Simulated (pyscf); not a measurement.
Single points on ωB97X-D3(BJ)/def2-SVP structures (PySCF, gas phase). Correlated levels are frozen-core, on RHF or UHF. ΔMP2 is the change of the MP2 total energy from the triple- to the quadruple-zeta basis.

### Question
What are the homolytic bond dissociation enthalpies (298 K) of `[F][SiH2][SiH]` [singlet] at CCSD(T)/def2-TZVPP + ΔMP2(QZVPP), weakest first?

### Answer
H–Si to [F–SiH=SiH]• + H•: 305.6 kJ/mol; F–Si to F• + [HSi=SiH₂]•: 555.1 kJ/mol. Ring and multiple bonds, and those that leave no two simple radicals, are not listed. The radicals are drawn with the spin at the cut bond; how far it spreads was not checked. F–SiH₂–SiH: [singlet] lies 25.0 kJ/mol over its isomer F–Si:–SiH₃ [singlet], and others may lie lower still (electronic energy, ωB97M-D3(BJ)). Other isomers of [HSi=SiH₂]•, [F–SiH=SiH]• were not searched in full and may lie lower. The CCSD(T) − MP2 part came from Ansatz, without density fitting, on the same reference. Left out: the spin-orbit lowering of F.
